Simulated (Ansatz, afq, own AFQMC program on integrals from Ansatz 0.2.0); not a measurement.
**Atomization energy of C2H8BGeN, singlet**

```json
{"atom": "B", "x (Å)": "-0.4771", "y (Å)": "0.4527", "z (Å)": "1.8465"}
{"atom": "N", "x (Å)": "-0.1360", "y (Å)": "0.1363", "z (Å)": "0.5168"}
{"atom": "Ge", "x (Å)": "0.4239", "y (Å)": "-1.6044", "z (Å)": "0.0683"}
{"atom": "C", "x (Å)": "-0.2060", "y (Å)": "1.1052", "z (Å)": "-0.4924"}
{"atom": "C", "x (Å)": "0.0900", "y (Å)": "0.9415", "z (Å)": "-1.7870"}
{"atom": "H", "x (Å)": "-0.8341", "y (Å)": "1.5800", "z (Å)": "2.1061"}
{"atom": "H", "x (Å)": "-0.4086", "y (Å)": "-0.3986", "z (Å)": "2.7012"}
{"atom": "H", "x (Å)": "-0.5445", "y (Å)": "-2.1705", "z (Å)": "-0.9834"}
{"atom": "H", "x (Å)": "0.3879", "y (Å)": "-2.4111", "z (Å)": "1.3675"}
{"atom": "H", "x (Å)": "1.8443", "y (Å)": "-1.5236", "z (Å)": "-0.5152"}
{"atom": "H", "x (Å)": "-0.5445", "y (Å)": "2.0821", "z (Å)": "-0.1297"}
{"atom": "H", "x (Å)": "0.4326", "y (Å)": "-0.0070", "z (Å)": "-2.2098"}
{"atom": "H", "x (Å)": "-0.0077", "y (Å)": "1.7829", "z (Å)": "-2.4742"}
```

Atoms in their ground-state spins without spin–orbit coupling (mostly on UHF) minus the molecule (RHF), without zero-point energy. The geometry is a stationary point, not shown to be a minimum.

Basis def2-SVP. Only valence electrons are correlated. AFQMC by an in-house program on the Cholesky factors that Ansatz 0.2.0 writes for its CCSD(T) run. The CISD trial takes its coefficients from CCSD amplitudes. Released means that phaseless walkers are propagated on without the constraint, phases kept. Uncertainties: one standard error, sampling alone. No spin–orbit coupling. The errors of all members are added in quadrature.

No full CI on the walks' own integrals is used here. The released AFQMC energy serves as the reference, which it does only where one determinant dominates, the energy is flat over the last release times and near the phaseless one (40 meV or 2 meV an electron, half that with transition metals). On small molecules, where full CI could be run and the noise was under 10 meV, such values lay within 10 meV of it in 19 cases of 20, a flattering rate, since the rule was set on those same cases; what remains of the bias isn't in the error bar. Each member takes its own surest rung, up to full CI.

The best estimate is CCSD(T) at the basis-set limit (CBS: def2-TZVPP and def2-QZVPP, with their diffuse functions for anions and beside diffuse sets, CCSD(T) itself extrapolated) plus the step from CCSD(T) to AFQMC with the constraint released in def2-SVP. Rows without CBS are in def2-SVP, the functionals in def2-TZVP; B2PLYP and the wave-function rows carry a basis error of their own. Core correlation and relativity beyond core potentials are missing, and ± holds the sampling alone.

Cautions: inner d shell frozen; no relativity below Rb; no spin-orbit coupling; C₂H₈BGeN (singlet): the released value is read at 0.90 1/Eh with a noise of 20 meV, more than in the cases checked (meV from the phaseless value at times in 1/Eh: -5 ± 16 at 0.21, -3 ± 15 at 0.42, -5 ± 12 at 0.63, 15 ± 20 at 0.90).

Best estimate: 4691.0 ± 1.9 kJ/mol.

```json
{"level": "HF", "atomization energy (kJ/mol)": "3514.9", "error against the best estimate (kJ/mol)": "-1176.0 ± 1.9"}
{"level": "MP2", "atomization energy (kJ/mol)": "4500.5", "error against the best estimate (kJ/mol)": "-190.5 ± 1.9"}
{"level": "CCSD", "atomization energy (kJ/mol)": "4424.6", "error against the best estimate (kJ/mol)": "-266.4 ± 1.9"}
{"level": "CCSD(T)", "atomization energy (kJ/mol)": "4474.2", "error against the best estimate (kJ/mol)": "-216.8 ± 1.9"}
{"level": "ph-AFQMC/CISD", "atomization energy (kJ/mol)": "4478.3 ± 1.8", "error against the best estimate (kJ/mol)": "-212.7 ± 2.6"}
{"level": "released AFQMC", "atomization energy (kJ/mol)": "4476.0 ± 1.9", "error against the best estimate (kJ/mol)": "-215.0"}
{"level": "HF/CBS", "atomization energy (kJ/mol)": "3472.3", "error against the best estimate (kJ/mol)": "-1218.7 ± 1.9"}
{"level": "MP2/CBS", "atomization energy (kJ/mol)": "4735.8", "error against the best estimate (kJ/mol)": "44.8 ± 1.9"}
{"level": "CCSD(T)/CBS", "atomization energy (kJ/mol)": "4689.4", "error against the best estimate (kJ/mol)": "-1.6 ± 1.9"}
{"level": "PBE", "atomization energy (kJ/mol)": "4755.3", "error against the best estimate (kJ/mol)": "64.3 ± 1.9"}
{"level": "r2SCAN", "atomization energy (kJ/mol)": "4705.9", "error against the best estimate (kJ/mol)": "15.0 ± 1.9"}
{"level": "PBE0", "atomization energy (kJ/mol)": "4689.8", "error against the best estimate (kJ/mol)": "-1.2 ± 1.9"}
{"level": "B3LYP", "atomization energy (kJ/mol)": "4674.6", "error against the best estimate (kJ/mol)": "-16.4 ± 1.9"}
{"level": "wB97M-V", "atomization energy (kJ/mol)": "4707.6", "error against the best estimate (kJ/mol)": "16.6 ± 1.9"}
{"level": "B2PLYP", "atomization energy (kJ/mol)": "4641.5", "error against the best estimate (kJ/mol)": "-49.5 ± 1.9"}
```

Correlation beyond CCSD(T) changes it by less than twice the noise. Going to the basis-set limit adds 215.3 kJ/mol at CCSD(T). The perturbative (T) step is worth +49.6 kJ/mol.

Best estimates are given only where the step beyond CCSD(T) is under 0.3 eV and no member's determinant is very poor (T1 over 0.05, or 0.07 for open shells, ⟨S²⟩ too high by 0.3, two states mixed), so the hardest cases are missing from such tables.

The functionals ran in a triple-zeta set and keep a basis error of their own, a few kJ/mol for each bond in atomization energies and more for double hybrids, so close places among them and the extrapolated levels can swap.

Each member of a difference takes its own highest rung, so a best estimate needn't equal the limit plus the step of one row. Released energies are given only where the last usable release times agree within the noise; a slower fall can still hide under it.
